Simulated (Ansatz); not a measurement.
HMgGe, quartet in 6-31G: errors against full CI

Geometry: a point of a stretch scan, not a stationary point.

```xyz
3

Ge    0.0000    0.0000   -2.5964
Mg    0.0000    0.0000   -0.0438
H     0.0000    0.0000    2.6402
```

Basis 6-31G (Cartesian d functions); Ansatz 0.2.0. Correlated methods freeze the noble-gas cores and the filled d shells of p-block atoms, which leaves 7 electrons in 25 orbitals. Prefix R: restricted or restricted open-shell reference; prefix U: unrestricted. Active spaces: pair = (5e, 5o) about the gap; valence = (7e, 9o) chosen from the atoms' valence shells. No spin–orbit coupling is included, and no scalar relativity. The metal's outer-core shells are frozen, which leaves out core–valence correlation.

Full CI is exact within this basis and frozen core; it isn't the basis-set limit. The frozen core follows each run's orbitals, which can shift R against U totals by a few meV for light atoms and by up to 0.1 eV past Ca.

For open shells CISD is restricted-active-space CI with the open shells as a complete middle space.

* UHF ⟨S²⟩: 4.213
* T1 diagnostic (RCCSD): 0.0693
* largest doubles amplitude (RCCSD): 0.200

```
   level  E − E(RHF) (eV)
    RMP2          -1.2383
   RCCSD          -2.0189
RCCSD(T)          -2.0814
```

Estimate how far full CI in 6-31G lies from RCCSD(T). The table doesn't fix it; the size of (T) and the diagnostics are the guide.

Full CI in 6-31G lies 0.89 kcal/mol below RCCSD(T), which is 61 % of the (T) step (-1.44 kcal/mol). T1 is raised, a doubles amplitude is large, and the rest is a large part of (T).

The other levels:

```
                   level  E − E(full CI) (kcal/mol)  share of correlation (%)  wall time
                    CISD                       4.50                     90.78        2 s
                 BCCD(T)                       0.79                     98.39        6 s
                  RCCSDT                       0.11                     99.78          –
               RCCSDT(Q)                       0.02                     99.96       11 s
     CASSCF (pair space)                      25.98                     46.84          –
     NEVPT2 (pair space)                       8.67                     82.27      1.7 s
     MRCISD (pair space)                       2.20                     95.50          –
   MRCISD+Q (pair space)                       1.03                     97.90      2.1 s
  CASSCF (valence space)                      12.23                     74.98          –
  NEVPT2 (valence space)                       3.29                     93.28      4.9 s
  MRCISD (valence space)                       0.43                     99.12          –
MRCISD+Q (valence space)                       0.21                     99.58      6.5 s
```

The correlation energy at full CI, counted from RHF, is -2.120 eV. That run took 3 min on 1 thread of Arm Neoverse V1, shared host over 3,993,174 determinants.

Run but not shown, since their state, orbitals or frozen core can't be matched to the reference's or they repeat it: UHF, UMP2, UCCSD, UCCSD(T), UCCSDT, UCCSDT(Q).

Times hold each run's SCF and search for its determinant on a shared host, so for small cases they say little of a method's own cost; they ran on 1 thread of Arm Neoverse V1. Some runs computed forces too.

The full-CI state has the irrep A2 of C2v, in the program's axes (one component, if the state is degenerate).

Natural occupations of full CI about the gap: 1.962 1.810 0.998 0.989 0.989 0.169 0.020 0.020 0.016 0.006; effectively unpaired electrons, Σ n²(2−n)², 3.22.
